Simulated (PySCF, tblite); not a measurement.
# 1,4-pentadiyne (C5H4): dynamics, then NMR shifts and electronic excitations on frames, part 2 of 2

tblite 0.8.0 and PySCF 2.14.0. Atoms count from 0. The steps go on from the part before.

## 9. NMR shieldings: 800 fs, PBE0/pcSseg-1

The job: settings as JSON, then the geometry in Å.

```
{"job": {"kind": "nmr", "xc": "PBE0", "basis": "pcSseg-1", "pop": false}, "charge": 0, "multiplicity": 1}
C     -3.068200    -0.138300     0.668200
C     -2.154900     0.395700     0.087300
C     -0.861000     0.510300    -0.710900
C      0.256400     0.619000     0.307800
C      1.057700     0.484800     1.213500
H     -3.960500    -0.306200     1.180800
H     -0.821200    -0.395900    -1.330900
H     -0.911300     1.245500    -1.519100
H      1.789800     0.351100     1.960600
```

With the program's defaults for keys left out, this is: GIAO PBE0/pcSseg-1 NMR shielding, non-relativistic, gas phase.

Standard output:

```text
coarse grid: 7912 points
cycle   1  E = -192.4275908665  dE =  5.413e-01  |g| = 4.057e-01  |ddm| = 2.853e+00
cycle   2  E = -192.4179397554  dE =  9.651e-03  |g| = 4.466e-01  |ddm| = 1.100e+00
cycle   3  E = -192.4581093871  dE = -4.017e-02  |g| = 2.090e-01  |ddm| = 5.590e-01
cycle   4  E = -192.4692104136  dE = -1.110e-02  |g| = 3.253e-02  |ddm| = 1.616e-01
cycle   5  E = -192.4694504196  dE = -2.400e-04  |g| = 8.353e-03  |ddm| = 2.787e-02
cycle   6  E = -192.4694664430  dE = -1.602e-05  |g| = 1.662e-03  |ddm| = 7.662e-03
cycle   7  E = -192.4694671099  dE = -6.669e-07  |g| = 1.998e-04  |ddm| = 1.573e-03
final grid: 77528 points
cycle   8  E = -192.5035244240  dE = -1.982e-05  |g| = 4.491e-03  |ddm| = 2.353e-02
cycle   9  E = -192.5035242806  dE =  1.435e-07  |g| = 4.644e-03  |ddm| = 9.596e-03
cycle  10  E = -192.5035289718  dE = -4.691e-06  |g| = 2.136e-03  |ddm| = 4.726e-03
cycle  11  E = -192.5035301024  dE = -1.131e-06  |g| = 1.411e-04  |ddm| = 1.419e-03
cycle  12  E = -192.5035301066  dE = -4.188e-09  |g| = 6.242e-05  |ddm| = 1.374e-04
cycle  13  E = -192.5035301074  dE = -8.104e-10  |g| = 2.343e-05  |ddm| = 5.861e-05
converged SCF energy = -192.5035301074

GIAO shielding tensors (ppm)
atom      isotropic    diamagn.    paramagn.     s11        s22        s33       span
  0 C      105.398     257.108    -151.709     25.754     37.598    252.844    227.090
  1 C       96.845     265.594    -168.749     -4.911      2.772    292.674    297.585
  2 C      165.360     247.358     -81.998    151.396    157.688    186.996     35.600
  3 C      102.146     263.958    -161.812      0.420     11.824    294.195    293.776
  4 C      105.003     257.415    -152.412     27.450     35.936    251.624    224.174
  5 H       30.423      30.681      -0.258     25.362     25.426     40.481     15.119
  6 H       27.775      29.085      -1.310     23.581     26.647     33.096      9.515
  7 H       28.881      25.890       2.991     24.435     27.113     35.096     10.661
  8 H       29.768      32.771      -3.003     24.720     24.845     39.738     15.018
```

Run time: 4.4 s. Hardware: 1 thread of Intel Xeon Platinum 8488C, shared host; peak memory 0.48 GiB.

This run: δ C1 90.1, C3 84.8, C4 81.9, C0 81.5, H6 3.94, H7 2.84 ppm.

## 10. TDDFT and polarisability: 800 fs, PBE0/def2-SVPD

The job, as its differences from that of step 9:

```diff
@@ -1,2 +1,2 @@
-{"job": {"kind": "nmr", "xc": "PBE0", "basis": "pcSseg-1", "pop": false}, "charge": 0, "multiplicity": 1}
+{"job": {"kind": "uv", "xc": "PBE0", "basis": "def2-SVPD", "nstates": 5, "ntriplets": 0}, "charge": 0, "multiplicity": 1}
 C     -3.068200    -0.138300     0.668200
```

Method: TDDFT PBE0/def2-SVPD, vertical, gas phase, core orbitals frozen in the response.

Standard output:

```text
coarse grid: 7912 points
cycle   1  E = -192.3189634838  dE =  4.997e-01  |g| = 3.836e-01  |ddm| = 6.142e+00
cycle   2  E = -192.3080937659  dE =  1.087e-02  |g| = 4.310e-01  |ddm| = 2.175e+00
cycle   3  E = -192.3476099646  dE = -3.952e-02  |g| = 1.994e-01  |ddm| = 1.085e+00
cycle   4  E = -192.3578658542  dE = -1.026e-02  |g| = 3.308e-02  |ddm| = 2.523e-01
cycle   5  E = -192.3581302427  dE = -2.644e-04  |g| = 7.858e-03  |ddm| = 6.621e-02
cycle   6  E = -192.3581450000  dE = -1.476e-05  |g| = 1.634e-03  |ddm| = 1.603e-02
cycle   7  E = -192.3581456533  dE = -6.533e-07  |g| = 3.838e-04  |ddm| = 4.365e-03
final grid: 77528 points
cycle   8  E = -192.3916696608  dE = -1.855e-05  |g| = 4.330e-03  |ddm| = 7.513e-02
cycle   9  E = -192.3916690734  dE =  5.873e-07  |g| = 4.695e-03  |ddm| = 1.661e-02
cycle  10  E = -192.3916741398  dE = -5.066e-06  |g| = 2.072e-03  |ddm| = 7.885e-03
cycle  11  E = -192.3916752235  dE = -1.084e-06  |g| = 1.503e-04  |ddm| = 2.659e-03
cycle  12  E = -192.3916752252  dE = -1.783e-09  |g| = 1.297e-04  |ddm| = 3.724e-04
cycle  13  E = -192.3916752294  dE = -4.143e-09  |g| = 2.356e-05  |ddm| = 1.906e-04
cycle  14  E = -192.3916752295  dE = -1.351e-10  |g| = 5.646e-06  |ddm| = 4.602e-05
converged SCF energy = -192.3916752295

Static polarisability (au): isotropic 55.526, principal 39.887 55.136 71.554

Singlet excitations
state   eV       nm        f      main configurations
  1   6.0380    205.3   0.00168   H->L 0.74, H-3->L 0.10
  2   6.3104    196.5   0.00538   H-1->L 0.32, H-1->L+1 0.30, H->L+2 0.13
  3   6.5087    190.5   0.01677   H->L+1 0.31, H-2->L 0.20, H-1->L 0.17
  4   6.6105    187.6   0.00965   H->L+2 0.40, H->L+1 0.14, H-1->L 0.13
  5   6.6963    185.2   0.00235   H-2->L+1 0.18, H-1->L+1 0.16, H-3->L 0.11
```

Wall time 6.2 s (1 thread of Intel Xeon Platinum 8488C, shared host); peak memory 0.56 GiB.

Key values: HOMO -7.81 eV, LUMO -0.02 eV; lowest singlet 6.04 eV.

## 11. Shielding tensors: 1000 fs, PBE0/pcSseg-1

The job: settings as JSON, then the geometry in Å.

```
{"job": {"kind": "nmr", "xc": "PBE0", "basis": "pcSseg-1", "pop": false}, "charge": 0, "multiplicity": 1}
C     -3.529800     0.624000     0.619800
C     -2.479200     0.601500     0.078000
C     -1.221600     0.688400    -0.547000
C     -0.116800     0.921000     0.383400
C      0.861000     1.030600     1.120200
H     -4.557300     0.708300     0.969400
H     -0.970100    -0.223300    -1.168900
H     -1.314700     1.575000    -1.176300
H      1.590800     0.967500     1.886900
```

Level: GIAO PBE0/pcSseg-1 NMR shielding, non-relativistic, gas phase.

Standard output:

```text
coarse grid: 7912 points
cycle   1  E = -192.4357481814  dE =  6.996e-01  |g| = 4.108e-01  |ddm| = 3.012e+00
cycle   2  E = -192.4411799307  dE = -5.432e-03  |g| = 3.855e-01  |ddm| = 1.059e+00
cycle   3  E = -192.4731041559  dE = -3.192e-02  |g| = 1.609e-01  |ddm| = 4.727e-01
cycle   4  E = -192.4793830523  dE = -6.279e-03  |g| = 3.794e-02  |ddm| = 1.283e-01
cycle   5  E = -192.4797288791  dE = -3.458e-04  |g| = 6.192e-03  |ddm| = 3.051e-02
cycle   6  E = -192.4797371069  dE = -8.228e-06  |g| = 1.600e-03  |ddm| = 6.606e-03
final grid: 77528 points
cycle   7  E = -192.5122218496  dE = -1.694e-05  |g| = 3.908e-03  |ddm| = 3.370e-02
cycle   8  E = -192.5122179402  dE =  3.909e-06  |g| = 5.611e-03  |ddm| = 9.459e-03
cycle   9  E = -192.5122252014  dE = -7.261e-06  |g| = 1.982e-03  |ddm| = 4.967e-03
cycle  10  E = -192.5122261566  dE = -9.552e-07  |g| = 2.368e-04  |ddm| = 1.449e-03
cycle  11  E = -192.5122261638  dE = -7.158e-09  |g| = 1.689e-04  |ddm| = 2.472e-04
cycle  12  E = -192.5122261708  dE = -7.027e-09  |g| = 8.960e-06  |ddm| = 1.177e-04
cycle  13  E = -192.5122261708  dE = -1.882e-11  |g| = 2.644e-06  |ddm| = 1.699e-05
converged SCF energy = -192.5122261708

GIAO shielding tensors (ppm)
atom      isotropic    diamagn.    paramagn.     s11        s22        s33       span
  0 C      110.269     254.995    -144.726     35.675     43.553    251.578    215.903
  1 C      106.113     260.818    -154.705      7.953     12.705    297.683    289.730
  2 C      175.058     238.826     -63.768    162.515    177.536    185.124     22.609
  3 C       98.671     267.476    -168.805     -3.432      3.945    295.498    298.930
  4 C      106.516     259.903    -153.387     28.981     35.927    254.640    225.658
  5 H       28.925      30.597      -1.672     24.140     24.296     38.339     14.199
  6 H       27.460      25.398       2.063     21.766     26.949     33.666     11.900
  7 H       28.083      24.000       4.083     22.387     28.004     33.858     11.470
  8 H       29.421      32.570      -3.148     24.212     24.627     39.425     15.213
```

Run time: 4.6 s. Hardware: 1 thread of Intel Xeon Platinum 8488C, shared host; peak memory 0.49 GiB.

This run: δ C3 88.3, C1 80.8, C4 80.4, C0 76.7, H6 4.26, H7 3.63 ppm.

## 12. Ultraviolet spectrum: 1000 fs, PBE0/def2-SVPD

The job, as its differences from that of step 11:

```diff
@@ -1,2 +1,2 @@
-{"job": {"kind": "nmr", "xc": "PBE0", "basis": "pcSseg-1", "pop": false}, "charge": 0, "multiplicity": 1}
+{"job": {"kind": "uv", "xc": "PBE0", "basis": "def2-SVPD", "nstates": 5, "ntriplets": 0}, "charge": 0, "multiplicity": 1}
 C     -3.529800     0.624000     0.619800
```

Method: TDDFT PBE0/def2-SVPD, vertical, gas phase, core orbitals frozen in the response.

Standard output:

```text
coarse grid: 7912 points
cycle   1  E = -192.3268371595  dE =  6.578e-01  |g| = 3.869e-01  |ddm| = 7.887e+00
cycle   2  E = -192.3304455711  dE = -3.608e-03  |g| = 3.684e-01  |ddm| = 2.278e+00
cycle   3  E = -192.3615072718  dE = -3.106e-02  |g| = 1.543e-01  |ddm| = 8.240e-01
cycle   4  E = -192.3673461549  dE = -5.839e-03  |g| = 3.898e-02  |ddm| = 1.989e-01
cycle   5  E = -192.3677259996  dE = -3.798e-04  |g| = 6.197e-03  |ddm| = 7.218e-02
cycle   6  E = -192.3677347364  dE = -8.737e-06  |g| = 1.532e-03  |ddm| = 2.068e-02
final grid: 77528 points
cycle   7  E = -192.3996819931  dE = -1.549e-05  |g| = 3.813e-03  |ddm| = 9.746e-02
cycle   8  E = -192.3996779573  dE =  4.036e-06  |g| = 5.577e-03  |ddm| = 1.752e-02
cycle   9  E = -192.3996854370  dE = -7.480e-06  |g| = 1.818e-03  |ddm| = 8.187e-03
cycle  10  E = -192.3996862581  dE = -8.212e-07  |g| = 2.569e-04  |ddm| = 2.511e-03
cycle  11  E = -192.3996862711  dE = -1.295e-08  |g| = 1.285e-04  |ddm| = 4.825e-04
cycle  12  E = -192.3996862752  dE = -4.152e-09  |g| = 1.023e-05  |ddm| = 2.146e-04
cycle  13  E = -192.3996862753  dE = -2.996e-11  |g| = 2.786e-06  |ddm| = 4.500e-05
converged SCF energy = -192.3996862753

Static polarisability (au): isotropic 55.511, principal 39.313 50.065 77.154

Singlet excitations
state   eV       nm        f      main configurations
  1   6.2233    199.2   0.00006   H->L 0.63, H-1->L+1 0.11
  2   6.5558    189.1   0.00857   H-1->L 0.30, H->L+1 0.23, H-1->L+1 0.15
  3   6.5839    188.3   0.00149   H-1->L+1 0.45, H-1->L 0.12, H->L 0.10
  4   6.7629    183.3   0.00133   H-3->L 0.42, H->L+4 0.20
  5   6.9885    177.4   0.00936   H-2->L 0.24, H->L+3 0.12, H->L+2 0.11
```

Wall time 6 s (1 thread of Intel Xeon Platinum 8488C, shared host); peak memory 0.56 GiB.

This run: HOMO -7.72 eV, LUMO 0.31 eV; lowest singlet 6.22 eV.

## 13. Comparing the runs: NMR shifts

Shifts (ppm) of some atoms, chosen among heavy atoms and hydrogens apart, with basis size and wall time:

| frame | C3 | C1 | C4 | C0 | C2 | H7 | H5 | functions | time |
| --- | --- | --- | --- | --- | --- | --- | --- | --- | --- |
| 250 fs | 89.7 | 80.9 | 78.7 | 74.0 | 16.4 | 5.35 | -0.91 | 105 | 4.7 s |
| 425 fs | 82.8 | 84.7 | 77.5 | 80.2 | 7.5 | 4.58 | 1.11 | 105 | 4.6 s |
| 625 fs | 81.8 | 82.7 | 74.3 | 77.5 | 13.0 | 4.39 | 2.35 | 105 | 4.5 s |
| 800 fs | 84.8 | 90.1 | 81.9 | 81.5 | 21.6 | 2.84 | 1.29 | 105 | 4.4 s |
| 1000 fs | 88.3 | 80.8 | 80.4 | 76.7 | 11.9 | 3.63 | 2.79 | 105 | 4.6 s |

## 14. Run by run: electronic excitations

Excitations and ground-state properties, with basis size and wall time:

| frame | lowest singlet (eV) | brightest (eV) | f | gap (eV) | α (Å³) | μ (D) | functions | time |
| --- | --- | --- | --- | --- | --- | --- | --- | --- |
| 250 fs | 6.13 | 6.64 | 0.020 | 7.85 | 8.15 | 0.57 | 132 | 6 s |
| 425 fs | 6.23 | 6.54 | 0.016 | 7.99 | 8.17 | 0.72 | 132 | 6 s |
| 625 fs | 6.66 | 7.23 | 0.015 | 8.33 | 8.03 | 0.64 | 132 | 5.9 s |
| 800 fs | 6.04 | 6.51 | 0.017 | 7.80 | 8.23 | 0.68 | 132 | 6.2 s |
| 1000 fs | 6.22 | 6.99 | 0.009 | 8.03 | 8.23 | 0.60 | 132 | 6 s |

## 15. Summary of results

This closing draws on all 2 parts.

| quantity | value |
| --- | --- |
| thermostat | 400 K |
| mean temperature, second half | 417 K |
| mean potential energy above the minimum | 0.36 eV |
| 13C shifts against TMS (PBE0/pcSseg-1, 250 fs) | 89.7, 80.9, 78.7, 74.0, 16.4 ppm |
| 1H shifts against TMS (PBE0/pcSseg-1, 250 fs) | 5.35, 4.35, 3.06, -0.91 ppm |
| lowest singlet (PBE0/def2-SVPD, 250 fs) | 6.13 eV (202 nm), f = 0.003 |
| brightest single state of those computed | state 2, 6.64 eV, f = 0.020 |
| range of the shift of C2 | 7.5 to 21.6 ppm |
| range of the lowest singlet | 6.04 to 6.66 eV |

What this shows: In the second half the potential energy averages 0.36 eV above the minimum; equipartition over 21 harmonic modes at 400 K would give 0.36 eV. With 9 atoms the temperature swings widely (260 to 664 K). Shifts at one fixed geometry are not the observed spectrum, which averages over the motion. In the first frame run (250 fs): Shielding is most anisotropic at C3 (span 302 ppm, paramagnetic term -168 ppm). The first singlet state (HOMO→LUMO 0.74) lies at 6.13 eV and is weak; of the 5 states computed, the strongest absorption comes from state 2 at 6.64 eV. Across the 5 runs the shift of C2 moves most, between 7.5 (425 fs) and 21.6 ppm (800 fs). The lowest singlet runs from 6.04 eV (800 fs) to 6.66 eV (625 fs), while the orbital gap spans 7.80 to 8.33 eV. The lowest state need not be the same one in every run.
